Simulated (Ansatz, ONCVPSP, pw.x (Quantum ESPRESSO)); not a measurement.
## What a changed setting does to a pw.x run (bcc W)

Potential: optimised norm-conserving Vanderbilt (ONCV), ONCVPSP 4.0.1.1 (patched build), PBE; core [Kr] 4d10 4f14, reference 5s2 5p6 5d4.5 6s1.5; waves: 5s+6s: rc 2.05 bohr, ncon 4, nbas 7, qcut 4.4 1/bohr, 2 projectors; 5p: rc 1.75 bohr, ncon 5, nbas 9, qcut 9.5 1/bohr, 2 projectors, debl 1.5 Ha; 5d: rc 2.40 bohr, ncon 4, nbas 9, qcut 6.3 1/bohr, 2 projectors, debl 3.6 Ha; local part: polynomial inside 1.40 bohr (lpopt 5, dvloc0 0 Ha); core correction: Teter function, fcfact 5, rcfact 1.55. In the p channel the program set the typed energies aside and used -1.553, 0.250 Ha.

The reference run (k-mesh 14³, cutoffs 85/340 Ry, Fermi–Dirac 0.01 Ry, mixing_beta 0.4, conv_thr 1e-9, no spin) gives -2.84 GPa at 16.130 Å³/atom, where all-electron LAPW gives 0.30 GPa. This run, with its own iteration cap, changes k-mesh shift to 1.

```
&control
  calculation='scf', prefix='x', pseudo_dir='./', outdir='./tmp', tstress=.true., disk_io='none'
/
&system
  ibrav=0, nat=1, ntyp=1, ecutwfc=85, ecutrho=340, nbnd=15,
  occupations='smearing', smearing='fd', degauss=0.01
/
&electrons
  conv_thr=1e-09, mixing_beta=0.4, electron_maxstep=60
/
ATOMIC_SPECIES
W 1.0 W.UPF
CELL_PARAMETERS angstrom
  -1.59168867 1.59168867 1.59168867
  1.59168867 -1.59168867 1.59168867
  1.59168867 1.59168867 -1.59168867
ATOMIC_POSITIONS crystal
W 0.0000 0.0000 0.0000
K_POINTS automatic
14 14 14 1 1 1
```

```bash
pw.x < W.scf.in > W.scf.out
```

Question: How does the run end?

Answer: It converges in 8 iterations; the free energy moves by -6.2 meV/atom and the pressure by -0.10 GPa.

```
Message from routine setup:
     using ibrav=0 with symmetry is DISCOURAGED, use correct ibrav instead
     lattice parameter (alat)  =       5.2098  a.u.
     unit-cell volume          =     108.8506 (a.u.)^3
     number of electrons       =        14.00
     number of Kohn-Sham states=           15
     kinetic-energy cutoff     =      85.0000  Ry
     charge density cutoff     =     340.0000  Ry
     scf convergence threshold =      1.0E-09
     Exchange-correlation= PBE
     number of k points=   100  Fermi-Dirac smearing, width (Ry)=  0.0100
     iteration #  1     ecut=    85.00 Ry     beta= 0.40
     total energy              =    -157.89994652 Ry
     estimated scf accuracy    <       0.07324384 Ry
     iteration #  2     ecut=    85.00 Ry     beta= 0.40
     total energy              =    -157.90044307 Ry
     estimated scf accuracy    <       0.01124296 Ry
     iteration #  3     ecut=    85.00 Ry     beta= 0.40
     total energy              =    -157.90185537 Ry
     estimated scf accuracy    <       0.00059087 Ry
     iteration #  4     ecut=    85.00 Ry     beta= 0.40
     total energy              =    -157.90189561 Ry
     estimated scf accuracy    <       0.00001499 Ry
     iteration #  5     ecut=    85.00 Ry     beta= 0.40
     total energy              =    -157.90189885 Ry
     estimated scf accuracy    <       0.00000077 Ry
     iteration #  6     ecut=    85.00 Ry     beta= 0.40
     total energy              =    -157.90189901 Ry
     estimated scf accuracy    <       0.00000001 Ry
     iteration #  7     ecut=    85.00 Ry     beta= 0.40
     total energy              =    -157.90189901 Ry
     estimated scf accuracy    <          2.3E-09 Ry
     iteration #  8     ecut=    85.00 Ry     beta= 0.40
     the Fermi energy is    21.9313 ev
!    total energy              =    -157.90189901 Ry
     estimated scf accuracy    <          6.3E-10 Ry
     smearing contrib. (-TS)   =      -0.00207399 Ry
     The total energy is F=E-TS. E is the sum of the following terms:
     one-electron contribution =     -15.78480145 Ry
     hartree contribution      =      16.62598240 Ry
     xc contribution           =     -40.16986489 Ry
     ewald contribution        =    -118.57114108 Ry
     convergence has been achieved in   8 iterations
          total   stress  (Ry/bohr**3)                   (kbar)     P=      -29.40
     Message from routine punch:
     Nothing written, as per user request (disk_io='none')
```

The run took about 20 s on one core of a shared host (Neoverse-V1, 32 threads, 247 GiB, load 15).
